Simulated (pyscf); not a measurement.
Elementary routes open to `[CH4]` + `[GeH3]` [doublet] in the gas phase (doublet surface):
A. `[CH3][GeH3]` + `[H]` [doublet] (C–H broken; C–Ge formed)
B. `[GeH4]` + `[CH3]` [doublet] (C–H broken; Ge–H formed)

PySCF, gas phase, ωB97X-D3(BJ)/def2-SVP geometries. MP2 and CC: frozen core, UHF for open shells. ΔMP2 is the change of the MP2 total energy from the triple- to the quadruple-zeta basis.

Task: Rank the routes by free-energy barrier at 600 K, lowest first, for CCSD(T)/def2-TZVPP + ΔMP2(QZVPP) energies (ideal gas, 1 atm, RRHO with modes under 100 cm⁻¹ raised to 100, one conformer, R ln 2 for rigid chiral ones).

Result: B (39.3 kcal/mol), A (64.8 kcal/mol)

Route B is the fastest of these, ahead of the next by 25.4 kcal/mol. The most stable products are those of B (ΔG = +18.4 kcal/mol), so kinetics and thermodynamics agree. At 1200 K B is still the fastest. Only these routes are compared; each barrier is that of the saddle found, and lower ones may exist. The CCSD(T) − MP2 part came from Ansatz, without density fitting, on the same reference. The frozen core leaves the outer d or s,p core shells of the metals and heavy elements correlated in the MP2 and CC values, and def2-TZVPP describes them poorly, which can shift differences by a few kcal/mol. Elements up to Kr have no core potential and no relativistic terms here.
